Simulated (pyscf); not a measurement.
Optimised with ωB97X-D3(BJ)/def2-SVP in PySCF.

### Question
What is the homolytic dissociation enthalpy (298 K, ωB97M-D3(BJ)/def2-TZVP) of the F–Ti bond of `[NH2][Ti]([NH2])([NH2])[F]`, to [H₂N–Ti(NH₂)–NH₂]• + F•?

### Answer
F–Ti to [H₂N–Ti(NH₂)–NH₂]• + F•: 135.9 kcal/mol. The 7 functionals that were run give +132.1 (M06-2X) to +148.1 kcal/mol (PBE). The radicals are drawn with the spin at the cut bond; how far it spreads was not checked. Other isomers of [H₂N–Ti(NH₂)–NH₂]• were not searched in full and may lie lower. Left out: the spin-orbit lowering of F. Open-shell species with a d-block atom are single-reference here; other states, and whether the spin sits on metal or ligand, were not checked.
